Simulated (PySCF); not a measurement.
Compound: HSiS (doublet state).
Bonds: Si1–S2 (double). Hydrogens: H3 on Si1.

As a line formula: HSiS (`[SiH]=S`) [radical].

Method used: PySCF 2.14.0, UKS B3LYP, IGLO-III on S Si, pcH-1 on H, non-relativistic, mean-field spin-orbit, GIAO. Geometry: PBE0-D3(BJ)/def2-SVP; no solvent, vibrations or thermal averaging.

Principal values of hyperfine tensors in MHz (contact, dipolar and spin–orbit terms together), for some of the nuclei:

| atom | isotope | A1 | A2 | A3 |
| --- | --- | --- | --- | --- |
| Si1 | 29Si | -648.84 | -515.57 | -492.61 |
| H3 | 1H | 343.66 | 346.42 | 351.91 |

Question: Split each tensor into its isotropic and traceless parts, and turn a_iso into mT with g = 2.0009.

Answer: a_iso = (A1 + A2 + A3)/3, Ti = Ai − a_iso; 1 mT corresponds to 28.005 MHz. The tensors hold a spin–orbit part: the run splits a_iso into a_FC + a_SO, and T includes its anisotropic share.

```
atom  a_iso (MHz)     a_FC   a_SO  a_iso (mT)      T1     T2     T3
 Si1      -552.34  -554.24   1.90     -19.723  -96.50  36.77  59.73
  H3       347.33   347.39  -0.06      12.402   -3.67  -0.91   4.58
```

Question: What spin density at the nucleus of Si1 lies behind its contact coupling (g_N = -1.11058)?

Answer: a_FC = (2μ0/3) gₑ μB g_N μN ρ(0)/(2S·h) = 800.24 MHz × g_N × ρ(0)/(2S), with ρ in bohr⁻³. With a_FC = -554.24 MHz and 2S = 1, ρ(0) = 0.6236 bohr⁻³. The nuclear moment is negative, so coupling and spin density have opposite signs.

Question: S2 (33S, g_N = 0.42921) isn't in the table. Its spin density at the nucleus is 0.02111 bohr⁻³. What is its contact coupling?

Answer: By the same relation, a_FC = 7.25 MHz. Its full tensor has the principal values -31.55, -29.94, 83.10 MHz.

Question: Which nucleus of the table has the largest anisotropic coupling, and what is its form?

Answer: Si1: -96.5, 36.8, 59.7 MHz (the dipolar term alone has -94.6, 39.2, 55.4), rhombic: the two smaller values differ by 24 % of the largest.

Question: In a single crystal, with the field along each principal axis of the tensor of H3 in turn, what first-order splitting does this nucleus give (isotropic g, quadrupole terms neglected)?

Answer: 2 lines (I = 1/2), spaced by |A_i|/(g × 13.996): 12.27, 12.37, 12.57 mT along the axes of A1, A2 and A3.

Time: 9.8 s of wall time. Hardware: an Arm Neoverse V2 with one thread, no GPU (shared host).
